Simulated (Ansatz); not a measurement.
Competing steps

Reactants: CH₅BO ([CH3][BH][OH]) (brackets give SMILES or just the links). Saddle points were found for several chosen steps; others may exist. Gas-phase electronic energies, without zero-point energy, by CCSD(T) at an estimated basis limit (MP2 extrapolated from triple and quadruple zeta, plus CCSD(T) − MP2 in triple zeta); Ansatz 0.2.0, def2-TZVPP and QZVPP, frozen cores, on PBE0-D4/def2-TZVP structures. Extrapolation: Hartree–Fock as exp(−7.88 √X), correlation as X^−2.97. No counterpoise correction.

(1) Rank the steps by the energy of their saddle points, lowest first, and give each saddle's height above the lowest. (To be estimated.)
A. 1,2-elimination, to CH₃B ([BH][CH2]) + H₂O, still joined by a dative B–O bond (breaks or loosens B–O, C–H; forms H–O)
B. 1,2-elimination, to BHO ([BH][O]) + CH₄ (breaks or loosens B–C, H–O; forms C–H)
C. 1,2-elimination, to CH₃BO ([CH3][B][O]) + H₂ (breaks or loosens B–H, H–O; forms H–H)

(2) Does the lowest of these saddles lead to the lowest end structure (the products still in contact)? (A judgement: the text doesn't fix the answer.)

No T1 diagnostic of these runs exceeds 0.016.

For scale, one of the runs: CCSD(T)/def2-TZVPP, 163 basis functions, launched by `ansatz run in.yaml --threads 2 --pin off --events-out ev --progress --plain --max-ram 4352MiB`. Hardware: 2 CPU threads of an Arm Neoverse V1, shared host. Wall time 23 s; peak host memory 1.3 GiB.

Results:

(1) By the calculation: C (0.00 kcal/mol), B (4.73 kcal/mol), A (23.28 kcal/mol). Heights count from the lowest.

The lowest of these saddles lies at 59.24 kcal/mol relative to the reactant.

(2) Computed: No: the step over a higher saddle ends lower. Relative to the reactant, the ends lie at 12.48 (CH₃BO ([CH3][B][O]) + H₂); 10.12 (BHO ([BH][O]) + CH₄); 65.17 (CH₃B ([BH][CH2]) + H₂O) kcal/mol.
